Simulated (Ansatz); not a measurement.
# AlFHS radical (SMILES [F][Al][SH]): one structure at several levels

One table from this session's results is given with a row withheld; the runs are named, their logs left out.

Method: single points in def2-TZVPP; program: Ansatz 0.2.0, Gaussian basis.

Correlated methods freeze the cores. Orbitals are unrestricted.

### The starting structure

4 atoms, charge 0, spin multiplicity 2.

Atoms are counted from 1 here; the program's logs count them from 0.

Bond lengths: F1–Al2 1.635 Å, Al2–S3 2.232 Å, S3–H4 1.361 Å. Angles: F1–Al2–S3 121.2°, Al2–S3–H4 88.4°.

Geometry (Å):

```xyz
4

F    -1.6800   -0.3267    0.7330
Al   -0.5992    0.8477    0.3760
S     1.3134    0.3784   -0.6743
H     0.9607   -0.9359   -0.6481
```

The first run:

Contents of run/in.yaml:

```yaml
crystal:
  periodic: [false, false, false]
  atoms:
    - {symbol: F, position_ang: [-1.680000, -0.326700, 0.733000]}
    - {symbol: Al, position_ang: [-0.599200, 0.847700, 0.376000]}
    - {symbol: S, position_ang: [1.313400, 0.378400, -0.674300]}
    - {symbol: H, position_ang: [0.960700, -0.935900, -0.648100]}
basis:
  gaussian: {orbitals: def2-TZVPP}
magnetization: {spin_polarized: true, initial_magnetization: 1}
correlation: {method: ccsd_t}
scf: {omitted_lower_state_checks: [cluster_reference]}
output: {forces: true}
```

The command line of these runs was not kept.

Steps of the session up to this table: CCSD(T)/def2-TZVPP; PBE0-D4/def2-TZVPP; wB97M-V/def2-TZVPP; r2SCAN-D4/def2-TZVPP; PBE-D4/def2-TZVPP; CAM-B3LYP-D4/def2-TZVPP; SPW92/def2-TZVPP.

One of the session's tables, all rows but one given; the rest of the session is left out.

| method | RMS force component (eV/Å) | angle to CCSD(T) forces (°) | dipole (D) |
| --- | --- | --- | --- |
| CCSD(T) | 0.372 | reference | 0.55 |
| PBE0-D4 | 0.355 | 4.9 | 0.56 |
| wB97M-V | 0.403 | 4.6 | 0.74 |
| r2SCAN-D4 | 0.364 | 5.4 | 0.51 |
| PBE-D4 | 0.471 | 30.0 | 0.50 |
| CAM-B3LYP-D4 | ? | ? | ? |
| SPW92 | 0.299 | 26.2 | 0.53 |

Estimate the missing values for CAM-B3LYP-D4.

As computed: RMS force component (eV/Å): 0.380; angle to CCSD(T) forces (°): 8.1; dipole (D): 0.65. In the column «RMS force component (eV/Å)» it lies between CCSD(T) (0.372) and wB97M-V (0.403).
